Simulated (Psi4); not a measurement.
Process, species as SMILES: [C-]#[S+] (C-S) + 3 [H][H] (H2) → C (CH4) + S (H2S)
B3LYP-D3(BJ)/def2-TZVP geometries, fixed; electronic energies without zero-point terms.

Basis-set convergence of the energy of full hydrogenation at MP2 with Psi4. Cartesian d functions, on some or all atoms, in 6-31+G*; all else is spherical. Density fitting with the program's default auxiliary sets. Cores are frozen. No added dispersion term, no relativity. Functions are those of the species that has most. Reference: Hartree-Fock in aug-cc-pV(Q+d)Z plus the correlation part extrapolated as X^-3 from aug-cc-pV(T+d)Z and aug-cc-pV(Q+d)Z, -104.38 kcal/mol, itself unsure by roughly 0.13 kcal/mol (a third of the extrapolation step and of the last Hartree-Fock step). Deviations are taken from unrounded values.

| basis | functions | energy of full hydrogenation (kcal/mol) | minus reference (kcal/mol) |
|---|---|---|---|
| cc-pV(D+d)Z | 37 | -100.72 | 3.66 |
| 6-31+G* | 42 | -89.57 | 14.81 |
| 6-311+G** | 52 | -98.22 | 6.16 |
| aug-cc-pV(D+d)Z | 59 | -102.97 | 1.41 |
| 6-311++G(2d,2p) | 67 | -101.97 | 2.41 |
| cc-pV(T+d)Z | 86 | -104.02 | 0.37 |
| jun-cc-pV(T+d)Z | 95 | -103.80 | 0.58 |
| 6-311++G(3df,3pd) | 111 | -104.34 | 0.04 |
| aug-cc-pV(T+d)Z | 138 | -104.54 | -0.16 |
| cc-pV(Q+d)Z | 175 | -104.41 | -0.03 |
| aug-cc-pV(Q+d)Z | 264 | -104.31 | 0.07 |

The smallest set listed that lies within 2 kcal/mol of the reference with all its larger relatives (same family, alike in diffuse functions; a set with none counts only in the reference's own line) is aug-cc-pV(D+d)Z (59 functions, 1.41 kcal/mol off). Inside, with no larger relative to test it: 6-311++G(3df,3pd).
